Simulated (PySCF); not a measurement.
benzene cation (C6H6), SMILES c1ccccc1 (connectivity only; charge and spin as stated), charge +1, multiplicity 2.

Geometry: r2SCAN-D4/def2-SVP. The spin state was assumed, not searched.

Level of theory: TDA-CAM-B3LYP/def2-SVPD in PySCF.

Vertical excitations. 

Computed UV-visible absorptions:
| state | energy (eV) | λ (nm) | f | main pairs |
|---|---|---|---|---|
| root 1 | 0.80 | 1554 | 0.000 | β HOMO→LUMO 98 % |
| root 2 | 3.03 | 409 | 0.000 | β HOMO−1→LUMO 98 % |
| root 3 | 3.19 | 389 | 0.000 | β HOMO−3→LUMO 98 % |
| root 4 | 3.39 | 366 | 0.033 | α HOMO→LUMO+1 13 %, α HOMO−1→LUMO 10 %, β HOMO−2→LUMO 75 % |
| root 5 | 4.67 | 265 | 0.033 | α HOMO→LUMO 78 %, β HOMO→LUMO+1 20 % |
| root 6 | 4.80 | 258 | 0.003 | α HOMO→LUMO+1 42 %, α HOMO−1→LUMO 25 %, β HOMO→LUMO+2 26 % |
| root 7 | 4.89 | 253 | 0.001 | β HOMO−4→LUMO 91 % |
| root 8 | 5.44 | 228 | 0.000 | β HOMO−5→LUMO 96 % |
| root 9 | 5.81 | 213 | 0.000 | β HOMO−7→LUMO 91 % |
| root 10 | 6.00 | 207 | 0.008 | α HOMO−1→LUMO+1 52 %, β HOMO→LUMO+1 42 % |
Unrestricted roots are not spin-pure.
